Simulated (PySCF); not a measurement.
Computed with PBE-D3(BJ)/def2-TZVP // B3LYP-D3(BJ)/def2-SVP run with PySCF 2.14.0. Isolated molecules, 0 K electronic values unless said otherwise. Delta-SCF ions had no search for a lower state. 

Reference species (SMILES): `C#N` (neutral, multiplicity 1).

| Quantity | Value |
|---|---|
| vertical ionisation energy (Delta-SCF) | 13.73 eV |
| HOMO–LUMO gap | 8.05 eV |
| HOMO | -8.99 eV |

Changed species: `O` (free base H2O; the reference has free base NCH).

**Question.** Give the shifts of the vertical ionisation energy (Delta-SCF), HOMO–LUMO gap and HOMO.

**Answer.** the vertical ionisation energy (Delta-SCF) falls by 1.06 eV, to 12.67 eV; the HOMO–LUMO gap drops by 1.16 eV, to 6.89 eV; the HOMO rises by 2.02 eV, to -6.97 eV.
